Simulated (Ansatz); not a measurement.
Results of PBE-D4 (plane waves, PAW; Ansatz, a program for electronic structure) for cuprite Ag2O.

Run with plane-wave cutoff 520 eV, 8×8×8 k mesh, Fermi–Dirac smearing 0.01 eV, no spin polarisation, scalar-relativistic PAW data made under PBE.

The volume scan:

```tsv
V (Å³/atom)	E − E_lowest (meV/atom)
16.776	17.88
17.133	7.59
17.490	1.81
17.847	0.00
18.204	1.70
18.561	6.51
18.918	14.06
```

Q: Fit the third-order Birch–Murnaghan equation and give B0 and B′.

A: V0 = 17.845 Å³/atom, B0 = 78.8 GPa, B′ = 5.2 (fit to the energies at full precision).

Measured, for comparison: equilibrium volume per atom 17.81 Å³/atom (15 K, zero-point motion not removed; as tabulated in Gupta et al. (2014), arXiv:1311.4701). Computed (rounded) less measured: equilibrium volume per atom +0.2 %.
